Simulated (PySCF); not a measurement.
First SCF of a structure search on singlet H₂SO₂, at a hand-made tetrahedral geometry. PySCF input:

```python
from pyscf import gto, scf, dft
mol = gto.M(atom='''
S      0.000000     0.000000     0.000000
O      0.000000     1.233000    -0.871700
O     -0.000000    -1.233000    -0.871700
H      1.102300     0.000000     0.779300
H     -1.102300     0.000000     0.779300''',
    basis={'S': 'def2-TZVP', 'O': 'def2-TZVP', 'H': 'def2-TZVP'},
    charge=0, spin=0)
mf = dft.RKS(mol, xc='PBE0')
mf.grids.atom_grid = (50, 194)
aux = {'S': 'def2-universal-JKFIT', 'O': 'def2-universal-JKFIT', 'H': 'def2-universal-JKFIT'}
mf = mf.density_fit(auxbasis=aux)
mf.conv_tol = 1e-08
mf.diis_space = 10
mf.max_cycle = 60
mf.init_guess = 'minao'
mf.verbose = 4
mf.kernel()
```

Excerpt of the output (cycles and frontier levels):

```
init E= -550.125541979301
  HOMO = -0.375437823870743  LUMO = -0.0386658592171295  gap/eV = 9.16403
cycle= 1 E= -549.265147881432  delta_E= 0.86  |g|= 1.19  |ddm|= 1.97
  HOMO = -0.162221370050065  LUMO = -0.110124150244047  gap/eV = 1.41764
cycle= 2 E= -547.65443517877  delta_E= 1.61  |g|= 3.07  |ddm|= 2.91
  HOMO = -0.316325240290843  LUMO = -0.0296905579781071  gap/eV = 7.79973
cycle= 3 E= -549.54781068445  delta_E= -1.89  |g|= 0.0781  |ddm|=  2.3
  HOMO = -0.320189510981554  LUMO = -0.0378736595716823  gap/eV = 7.68221
cycle= 4 E= -549.548669517998  delta_E= -0.000859  |g|= 0.0359  |ddm|= 0.078
  HOMO = -0.320702623987144  LUMO = -0.0324326275503793  gap/eV = 7.84423
cycle= 5 E= -549.548976863042  delta_E= -0.000307  |g|= 0.00554  |ddm|= 0.0246
  HOMO = -0.321406239810234  LUMO = -0.0321385813582872  gap/eV = 7.87137
cycle= 6 E= -549.548983677734  delta_E= -6.81e-06  |g|= 0.000719  |ddm|= 0.0052
  HOMO = -0.321289345381233  LUMO = -0.0321442216144052  gap/eV = 7.86804
cycle= 7 E= -549.548983791666  delta_E= -1.14e-07  |g|= 0.000312  |ddm|= 0.00076
  HOMO = -0.321333475962393  LUMO = -0.0321769533468411  gap/eV = 7.86835
cycle= 8 E= -549.548983811889  delta_E= -2.02e-08  |g|= 8.64e-05  |ddm|= 0.000328
  HOMO = -0.321318491520175  LUMO = -0.0321743767971582  gap/eV = 7.86801
cycle= 9 E= -549.548983813736  delta_E= -1.85e-09  |g|= 1.35e-05  |ddm|= 8.09e-05
  HOMO = -0.321317952080765  LUMO = -0.0321764072108412  gap/eV = 7.86794
Extra cycle  E= -549.548983813684  delta_E= 5.25e-11  |g|= 2.31e-05  |ddm|= 2.28e-05
converged SCF energy = -549.548983813684
```

No lower solution of this spin was found by a stability analysis within the restricted form, which does not test spin polarisation.

The search for the lowest solution, with the stability check, took 3.3 s on 4 threads of a shared Arm Neoverse V1 host, with 111 basis functions; the process peaked at 0.4 GiB.
